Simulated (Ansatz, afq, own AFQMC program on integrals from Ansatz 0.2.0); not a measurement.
**Cu⁺, triplet in def2-SVP, levels against full CI**

A free Cu cation.

Basis def2-SVP. Only valence electrons are correlated. AFQMC by an in-house program on the Cholesky factors that Ansatz 0.2.0 writes for its CCSD(T) run. ph-AFQMC/CISD is guided by a CISD state made of CCSD amplitudes; releasing the constraint for a short imaginary time cuts its bias at the price of noise, slowly where states lie close. Error bars are statistical, one sigma. The metal's outer-core s and p shells are frozen, which shifts wave-function levels against functionals.

Determinant: UHF, the one that the program's search chose, which needn't be the lowest solution.

Full CI on the same integrals is exact in this basis and with this determinant's frozen core.

Cautions: no relativity below Rb; outer-core shells of the metal frozen; another spin lies lower (by 3.28 eV); the released energies have errors that jump between times, so the bars are unsure, so no released level is given (meV from the phaseless value at times in 1/Eh: 3.3 ± 2.1 at 0.60, -2.9 ± 2.0 at 1.20, 371 ± 374 at 2.00, 0 ± 5 at 3.00, -4 ± 6 at 4.20), though the last usable value meets full CI within the noise.

```
T1 diagnostic                               : 0.0079
weight of the determinant in the CISD state : 0.970
⟨S²⟩ of the determinant                     : 2.001
size of the correlated space                : 10 electrons in 22 orbitals
```

Reference: full CI, correlation energy -4.850 eV.

```json
{"level": "HF", "E − E(reference) (meV)": "4850.2", "share of correlation (%)": "0.00"}
{"level": "MP2", "E − E(reference) (meV)": "-44.8", "share of correlation (%)": "100.92"}
{"level": "CCSD", "E − E(reference) (meV)": "129.6", "share of correlation (%)": "97.33"}
{"level": "CCSD(T)", "E − E(reference) (meV)": "-26.8", "share of correlation (%)": "100.55"}
{"level": "CCSDT", "E − E(reference) (meV)": "-16.7", "share of correlation (%)": "100.34"}
{"level": "CCSDT(Q)", "E − E(reference) (meV)": "2.9", "share of correlation (%)": "99.94"}
{"level": "CCSDTQ", "E − E(reference) (meV)": "-3.1", "share of correlation (%)": "100.06"}
{"level": "ph-AFQMC/CISD", "E − E(reference) (meV)": "0.4 ± 1.7", "share of correlation (%)": "99.99"}
```

CCSDT and higher add their correlation energy to the determinant of the CCSD(T) run, since their own runs factorise the integrals more tightly (a shift of under 2 meV). A walk keeps the symmetry of its determinant, which the program's search chose and which needn't be the lowest solution, so a lower state of the same spin and another symmetry isn't excluded.
